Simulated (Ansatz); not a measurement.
SiH2 (SMILES [SiH2]) moved off its minimum; all values from Ansatz (a quantum-chemistry and plane-wave program), cores frozen in correlated methods.
(charge 0, multiplicity 1)
```xyz
3

Si    -0.03588     0.09304     0.15815
H     -0.25629    -1.19199    -0.86592
H     -0.07162     1.10438    -1.00617
```

```tsv
level	largest force (eV/Å)	on atom	rms difference from CCSD(T)/aug-cc-pV(T+d)Z (eV/Å)	dipole (D)
HF/def2-TZVPP	1.89	Si1	0.168	0.25
PBE/def2-TZVPP	1.30	H2	0.197	0.21
r2SCAN/def2-TZVPP	1.50	H2	0.067	0.21
B3LYP/def2-TZVPP	1.50	H2	0.043	0.27
wB97M-V/def2-TZVPP	1.62	H2	0.036	0.34
MP2/aug-cc-pV(T+d)Z	1.71	H2	0.092	0.24
CCSD(T)/aug-cc-pV(T+d)Z	1.55	H2	0.000	0.24
```

The differences count from one level among others, with limits of its own. Forces at CCSD(T)/aug-cc-pV(T+d)Z (eV/Å):

```json
[
 {"atom": "Si1", "Fx": "-0.208", "Fy": "-0.971", "Fz": "-1.162"},
 {"atom": "H2", "Fx": "0.205", "Fy": "1.219", "Fz": "0.930"},
 {"atom": "H3", "Fx": "0.003", "Fy": "-0.247", "Fz": "0.232"}
]
```

Doubts at one or more of the structures used: a restricted determinant that unrestricted orbitals would lower (MP2/aug-cc-pV(T+d)Z, CCSD(T)/aug-cc-pV(T+d)Z).
